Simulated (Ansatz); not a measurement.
`N[SiH][SiH3]`• → 6 H• + N• + 2 Si•  (atomization)

Isolated molecules relaxed with PBE0-D4/def2-TZVP in Ansatz; ΔE leaves out vibrations. CCSD(T)/CBS is the MP2 limit (def2-TZVPP, def2-QZVPP) plus CCSD(T) − MP2 in def2-TZVPP, frozen cores. This one scheme is used for every species, atoms too. DFT in def2-TZVPP. Open shells (•) are unrestricted, without spin–orbit coupling. Spin–orbit coupling would lower the free atoms: a little for Si. Each species was taken in one conformer, which may not be the lowest.

```
        species  revPBE-D4 energy (Eh)
`N[SiH][SiH3]`•             -637.24426
             H•               -0.50412
             N•              -54.58772
            Si•             -289.31540
```

(1) Work out ΔE.

Largest T1 diagnostic among the species: 0.016.

Answers

(1) ΔE = 6 × (-0.50412) + 2 × (-289.31540) + (-54.58772) − (-637.24426) = 1.00102 Eh = +27.24 eV. CCSD(T)/CBS gives +27.61 eV.

Leaving LDA and LC-ωPBE aside and taking each functional with its dispersion term where it has one, the values, not all of them listed here, spread over 0.73 eV, from PBE-QIDH to ωB97X-V. LDA lies +3.42 eV from PBE without D4, its usual overbinding. From BLYP to BHLYP (50 % exact exchange), in def2-TZVPP and without D4, ΔE moves by −0.23 eV: exact exchange takes away binding that semilocal exchange gives to molecules. The D4 term adds +0.29 eV with B3LYP and +0.15 eV with PBE0; it sums over pairs of atoms, weighted by their polarisabilities, and B3LYP, whose exchange is more repulsive, gets the larger term.

B3LYP here is the variant with VWN-RPA as its local correlation; programs differ in this.

For atomizations the MP2-based limit and the directly extrapolated one differ by several kJ/mol either way, and by 10 to 25 for some Ge, Se and Sn compounds, so smaller differences from it don't rank the levels.
